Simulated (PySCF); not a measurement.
# J couplings in [C4H]-

Molfile (atoms numbered from 1):
```
C4H
     RDKit          3D

  5  4  0  0  0  0  0  0  0  0999 V2000
    2.5386    0.0599   -0.4375 C   0  0  0  0  0  0  0  0  0  0  0  0
    1.3092    0.0263   -0.1693 C   0  0  0  0  0  0  0  0  0  0  0  0
   -0.0263   -0.0105    0.1226 C   0  0  0  0  0  0  0  0  0  0  0  0
   -1.2284   -0.0430    0.3846 C   0  0  0  0  0  0  0  0  0  0  0  0
   -2.2742   -0.0720    0.6133 H   0  0  0  0  0  0  0  0  0  0  0  0
  1  2  3  0
  2  3  1  0
  3  4  3  0
  4  5  1  0
M  CHG  1   1  -1
M  END
```

Couplings: B3LYP/pcJ-1 in PySCF, geometry PBE0-D3(BJ)/def2-SVP; gas phase, one conformer, non-relativistic. Couplings are averaged over pairs made equivalent by symmetry, fast rotation or ring inversion, so a value needn't be that of the named pair in this geometry, while other rotamers aren't included; one pair stands for each set, and the list holds those of at least 1.5 Hz over up to four bonds.

Isotopes: $^{13}$C, $^{1}$H.

```csv
pair,bonds,J (Hz)
"C1, C2",1,57.3
"C2, C3",1,134.4
"C3, C4",1,214.9
"C4, H5",1,260.9
"C2, C4",2,13.4
"C3, H5",2,?
"C1, C4",3,19.1
"C2, H5",3,?
```

**Question.** Estimate the withheld couplings, with signs.

**Answer.** 
- $^{2}J$(C3,H5) = 51.7 Hz (angle at C4 180°)
- $^{3}J$(C2,H5) = 5.6 Hz
